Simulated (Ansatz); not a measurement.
# MgSiH (quartet): from Hartree-Fock to the top rungs, def2-TZVPP

One table from this session's results is given with a row withheld; the runs are named, their logs left out.

Method: def2-TZVPP, core rule «outside noble gas», up to 10 orbitals frozen; program: Ansatz 0.2.0, Gaussian basis.

Plan: UHF; ROHF; CCSD(T) on UHF.

### What is computed

The geometry is a PBE0/def2-TZVP stationary point (not a proven minimum).

3 atoms, charge 0, spin multiplicity 4.

Atoms are counted from 1 here; the program's logs count them from 0.

Bond lengths: Si1–Mg2 2.479 Å, Si1–H3 1.497 Å. Angles: Mg2–Si1–H3 180.0°.

Geometry (Å):

```
Si    0.0000    0.0000    0.3275
Mg    0.0000    0.0000   -2.1517
H     0.0000    0.0000    1.8241
```

The first run:

in.yaml reads:

```yaml
crystal:
  periodic: [false, false, false]
  atoms:
    - {symbol: Si, position_ang: [0.000000, 0.000000, 0.327533]}
    - {symbol: Mg, position_ang: [0.000000, 0.000000, -2.151667]}
    - {symbol: H, position_ang: [0.000000, 0.000000, 1.824133]}
basis:
  gaussian: {orbitals: def2-TZVPP}
magnetization: {spin_polarized: true, initial_magnetization: 3}
hamiltonian: {xc: hf}
output: {orbitals: {seedname: orbitals}}
```

Run with:

```console
> ansatz run in.yaml --threads 1 --pin off --events-out ev --progress --plain --max-ram 2560MiB --backend cpu
```

Steps of the session up to this table: UHF; ROHF; CCSD(T) on UHF.

One of the session's tables, all rows but one given; the rest of the session is left out.

```
  method  from UCCSD(T) (meV)
    ROHF              +3715.9
     UHF              +3519.5
    UMP2               +816.3
   UCCSD                    ?
UCCSD(T)                    0
```

**Question.** Estimate the row for UCCSD.

**Answer.** from UCCSD(T) (meV): +144.3. In the column «from UCCSD(T) (meV)» it lies between UCCSD(T) (0) and UMP2 (+816.3).

With the free atoms at the same levels and basis (separate runs), the atomisation energy is 3.423 eV at UCCSD(T), 2.805 eV at ROHF.
